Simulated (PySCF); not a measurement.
Series: H3E-E'H3. Isolated molecules, 0 K electronic values unless said otherwise. Strings in code marks are SMILES.

These are PySCF 2.14.0 with PBE-D3(BJ)/def2-TZVP // B3LYP-D3(BJ)/def2-TZVP values and carry that method's errors. Excitations are Tamm–Dancoff values on a coarser integration grid. The basis has no diffuse functions, so Rydberg states are missing or too high.

```
species         S1 excitation (TDA) (eV)  S1 oscillator strength
--------------  ------------------------  ----------------------
`CC`                                8.87                   0.000
`[SiH3][SiH3]`                      7.18                   0.017
`[GeH3][GeH3]`                      7.28                   0.000
`[SnH3][SnH3]`                      6.11                   0.631
```
